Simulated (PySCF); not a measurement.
CH2F: computed EPR parameters against published values

Measured values to reproduce: a(1H H3/H4) -21.1 G [1]; a(13C C1) 54.8 G [1]; a(19F F2) 64.3 G [1]. Sources and the comparison follow the method.

Species: CH₂F (doublet state).
Z-matrix (Å and degrees, PBE0-D3(BJ)/def2-SVP geometry), rows numbered from 1:
```
C 
F   1  1.3248
H   1  1.0931  2  115.46
H   1  1.0931  2  115.54  3  -154.32
```

Identity: `[CH2]F` [radical].

Method used: PySCF 2.14.0, UKS B3LYP, IGLO-III on C F, pcH-1 on H, non-relativistic, mean-field spin-orbit, GIAO.

```csv
nucleus,computed a_iso (MHz),published,in MHz,difference of magnitudes (MHz),source
1H H3/H4,-50.0,-21.1 G,-59.2,-9.2,[1]
13C C1,160.6,54.8 G,153.7,+6.9,[1]
19F F2,162.4,64.3 G,180.3,-17.9,[1]
```

Values published in field units are turned into MHz with the computed g_iso.

Sources: [1] measured, solution or matrix (EPR); Pople, Beveridge, Approximate Molecular Orbital Theory, McGraw-Hill 1970 (compilation of measured values).

In relative terms the largest miss is 1H H3/H4, by 16 %. The measured numbers hold vibrational averaging and, outside the gas phase, effects of the matrix or solvent; the computed ones belong to one rigid, isolated geometry and carry the errors of functional and basis. An EPR spectrum gives magnitudes, so published signs often rest on theory.

The largest Mulliken spin population is on C1 (+1.04). The angles at C1 add up to 354.3°, so it is nearly planar; its axial dipolar tensor and the negative couplings of its protons fit spin in a p orbital normal to that plane.

⟨S²⟩ = 0.7535 against the exact 0.7500, so spin contamination is small.
